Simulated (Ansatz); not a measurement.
For In (model structure, started from the beta-Sn type, I4₁/amd, No. 141, 2 atoms in the cell), PBE-D3(BJ) (plane waves, PAW; Ansatz, a program for electronic structure) gives:

```
Item                   Value
-------------------  -------
lattice constant a   5.915 Å
lattice parameter c  3.122 Å
```

What does r²SCAN (Ansatz, plane waves, PAW) give for the same quantities?


- lattice constant a: 5.946 Å (increases by 0.5 %)
- lattice parameter c: 3.108 Å (decreases by 0.4 %)

Changes are worked out from the printed values.

Unless a cell is named, each level is at its own relaxed cell (PBE-D3(BJ) 27.31, r²SCAN 27.47 Å³/atom).

Ansatz's density-functional and Hartree–Fock values are scalar-relativistic unless marked +SOC, with PAW data made under PBE.

A model structure was made by putting elements into a prototype or built by hand; it is no filed structure, need not be a known phase, and can be a saddle point held by its symmetry.
